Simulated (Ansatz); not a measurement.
# PH₂+ (triplet): the correlation ladder at distance P1–H2 = 1.249 Å, cc-pVDZ

Aim: climb from Hartree-Fock through coupled cluster and multireference methods for PH₂+ (triplet) at one geometry and basis, and see what each rung misses.

Program: Ansatz 0.2.0, Gaussian basis. Level of theory: cc-pVDZ, core rule «outside noble gas», up to 5 orbitals frozen. These are calculated values, not measurements.

To be run: UHF; CCSD(T) on ROHF; CCSD(T) on UHF; BCCD(T) on ROHF; CISD; CCSDT(Q) on ROHF; CCSDT(Q) on UHF; CASSCF and MRCISD+Q, 4 electrons in 4 orbitals; CASSCF and NEVPT2, 4 electrons in 4 orbitals; CASSCF and MRCISD+Q, 6 electrons in 6 orbitals; CASSCF and MRCISD+Q(relaxed), 6 electrons in 6 orbitals; CASSCF and NEVPT2, 6 electrons in 6 orbitals; Full CI.

20 further runs of the same task are left out: 16 that didn't finish, 4 set aside as unsound or not needed.

## (1) The geometry

The geometry derives from a PBE0/def2-TZVP stationary point (not a proven minimum). One bond is set to the value named and the two fragments are kept rigid.

3 atoms, charge 1, spin multiplicity 3.

Atoms are counted from 1 here; the program's logs count them from 0.

Bond lengths: P1–H2 1.249 Å, P1–H3 1.416 Å. Angles: H2–P1–H3 122.2°.

As a file:

```
P     0.00000   -0.03935   -0.00447
H     0.00000    0.56421   -1.09796
H     0.00000    0.64492    1.23525
```

## (2) UHF

Input file in.yaml:

```yaml
crystal:
  periodic: [false, false, false]
  atoms:
    - {symbol: P, position_ang: [0.000000, -0.039347, -0.004468]}
    - {symbol: H, position_ang: [0.000000, 0.564208, -1.097959]}
    - {symbol: H, position_ang: [0.000000, 0.644918, 1.235250]}
basis:
  gaussian: {orbitals: cc-pVDZ}
total_charge: 1
magnetization: {spin_polarized: true, initial_magnetization: 2}
hamiltonian: {xc: hf}
output: {orbitals: {seedname: orbitals}}
```

Command:

```
ansatz run in.yaml --threads 1 --pin off --events-out ev --progress --plain --max-ram 2393MiB
```

Further steps of the session: CCSD(T) on ROHF; CCSD(T) on UHF; BCCD(T) on ROHF; CISD; CCSDT(Q) on ROHF; CCSDT(Q) on UHF; CASSCF and MRCISD+Q, 4 electrons in 4 orbitals; CASSCF and NEVPT2, 4 electrons in 4 orbitals; CASSCF and MRCISD+Q, 6 electrons in 6 orbitals; CASSCF and MRCISD+Q(relaxed), 6 electrons in 6 orbitals; CASSCF and NEVPT2, 6 electrons in 6 orbitals; Full CI.

Q: Predict the results of all the runs planned. Wanted: FCI below the RHF energy; RMP2 from FCI; UMP2 from FCI; RCCSD from FCI; RCCSD(T) from FCI; UCCSD(T) from FCI; RCCSDT(Q) from FCI; UCCSDT(Q) from FCI; NEVPT2 pair from FCI.

As calculated:

```
                         quantity                                                                                                                          value
         FCI below the RHF energy                                                                                                                     -2.8927 eV
                    RMP2 from FCI                                                                                                                   +64.7 kJ/mol
                    UMP2 from FCI                                                                                                                   +64.3 kJ/mol
                   RCCSD from FCI                                                                                                                    +6.7 kJ/mol
                RCCSD(T) from FCI                                                                                                                    +1.6 kJ/mol
                UCCSD(T) from FCI                                                                                                                    +1.5 kJ/mol
               RCCSDT(Q) from FCI                                                                                                                     0.0 kJ/mol
               UCCSDT(Q) from FCI                                                                                                                     0.0 kJ/mol
             NEVPT2 pair from FCI                                                                                                                   +62.8 kJ/mol
           MRCISD+Q pair from FCI                                                                                                                    -0.7 kJ/mol
          NEVPT2 valence from FCI                                                                                                                   +53.9 kJ/mol
levels within 1 kcal/mol (43 meV)  RCCSD(T), UCCSD(T), BCCD(T), RCCSDT, UCCSDT, RCCSDT(Q), UCCSDT(Q), MRCISD+Q pair, MRCISD+Q valence, MRCISD+Q(relaxed) valence
                    T1 diagnostic                                                                                                                          0.019
   effectively unpaired electrons                                                                                                                           2.02
```

**Reading.** RCCSD(T) lands +1.6 kJ/mol from the yardstick (0.6 % of the correlation energy). MRCISD+Q pair, MRCISD+Q(relaxed) valence fall below full CI: the +Q correction isn't variational, and the cores differ from full CI's. One determinant dominates. Of the multireference levels listed MRCISD+Q valence comes nearest in total energy (+0.6 kJ/mol), which doesn't show that its space is the better one. These misses are within one basis, not against nature; the frozen cores of restricted and unrestricted runs differ, which can shift their rows.
